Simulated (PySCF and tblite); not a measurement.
Values are calculated unless marked as measured or tabulated.
trans-CHF=CHCOOH, C3H3FO2, numbered as in [O:1]=[C:2]([OH:3])/[CH:4]=[CH:5]/[F:6]. Search: ETKDG and KDG, MMFF94s, GFN2-xTB, 90 starts; geometries at GFN2-xTB. Free energies are PBE0-D3(BJ)/pcSseg-1 single points with GFN2-xTB rigid-rotor and vibrational terms (plain harmonic). Symmetry numbers and mirror images are counted. Conformers within 2.5 kcal/mol (GFN2-xTB free energy) were kept, 10 at most. GIAO shieldings: PBE0/pcSseg-1. Shifts are against TMS (¹H), TMS (¹³C), CFCl3 (¹⁹F) at the same level. (PySCF 2.14, tblite 0.8.)

Torsions listed: O1–C2–O3–H3, O3–C2–C4–C5.

```json
{"conformer": "1", "shape": "0°, 180°", "point group": "Cs", "mirror pair": "no", "ΔE(DFT)": "0.00", "Δ(G−E) at 220 K": "0.00", "δ C2 (ppm)": "170.2"}
{"conformer": "2", "shape": "0°, 0°", "point group": "Cs", "mirror pair": "no", "ΔE(DFT)": "0.37", "Δ(G−E) at 220 K": "-0.05", "δ C2 (ppm)": "168.2"}
```

Energies in kcal/mol; the thermal term leaves out symmetry numbers and mirror images.

Work out the weights at 220 K and the ¹³C shift of C2 under fast exchange.

RT = 0.437 kcal/mol. Each conformer gets RT ln(σ/g), with σ the rotational symmetry number and g = 2 for a mirror pair: 1: σ = 1, g = 1, G = 0.00 + 0.00 + 0.00 = 0.00, 0.00 above the lowest, exp(−ΔG/RT) = 1.000; 2: σ = 1, g = 1, G = 0.37 − 0.05 + 0.00 = 0.31, 0.31 above the lowest, exp(−ΔG/RT) = 0.489. The sum is 1.489, so the weights are 67.2, 32.8 %. The averaged shift is 169.6 ppm. At 298.15 K it is 169.5 ppm. At 298.15 K the leading conformer alone gives 170.2 ppm and bare DFT energies give 169.5 ppm.

The minima are those of GFN2-xTB; planar forms about aryl–S or allylic bonds may be saddles in DFT.


Conformer gaps in pcSseg-1 on xTB geometries can be 2 kcal/mol off for S=O, P=O and other polar bonds.